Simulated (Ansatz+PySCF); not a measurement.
**singlet SO₂: levels of theory in one basis**

```
atom    x (Å)    y (Å)    z (Å)
   S   0.0283   0.0138  -0.4102
   O  -0.0170   1.2947   0.3556
   O  -0.0058  -1.2997   0.3777
```

Basis set: def2-SVP (spherical functions). Correlated methods keep 7 orbitals frozen. Charge 0, multiplicity 1.

Computed with Ansatz (development build ahead of 0.2.0); each method stands on the lowest determinant of its kind that the runs found. NEVPT2 correlates all electrons. Active spaces start from the frontier orbitals, and the lowest solution found is given.

```csv
method,E − E(RHF) (eV),<S²> of the determinant
RHF,0.00,0.00
UHF,-0.41,0.66
RHF-MP2,-14.79,–
UHF-MP2,-13.31,0.66
RHF-CCSD,-14.52,–
UHF-CCSD,-14.46,0.66
RHF-CCSD(T),-15.21,–
UHF-CCSD(T),-15.09,0.66
RHF-CCSDT(Q),-15.33,–
UHF-CCSDT(Q),-15.36,0.66
"SC-NEVPT2(4,3)",-15.24,–
```

(1) What does CASSCF(4,3) give on the same scale?

(2) Is a single determinant a sound starting point here?

Answers

(1) -1.19 eV.

(2) It is doubtful. Unrestricted orbitals lower Hartree–Fock by 0.41 eV and <S²> is 0.66 where a pure state has 0.00, a sign of strong static correlation. The CASSCF(4,3) natural occupations are 1.99, 1.86, 0.15.

Caution for RHF, RHF-MP2, RHF-CCSD, RHF-CCSD(T), RHF-CCSDT(Q): an unrestricted determinant lies well below. Caution for UHF, UHF-MP2, UHF-CCSD, UHF-CCSD(T), UHF-CCSDT(Q): the unrestricted determinant is spin contaminated. Caution for UHF-MP2, UHF-CCSD, UHF-CCSD(T), UHF-CCSDT(Q): a plain start can end on a higher determinant. Caution for UHF-MP2, UHF-CCSD(T): another reference gives a lower total. Caution for UHF-CCSD, UHF-CCSD(T): the program doubts this total.
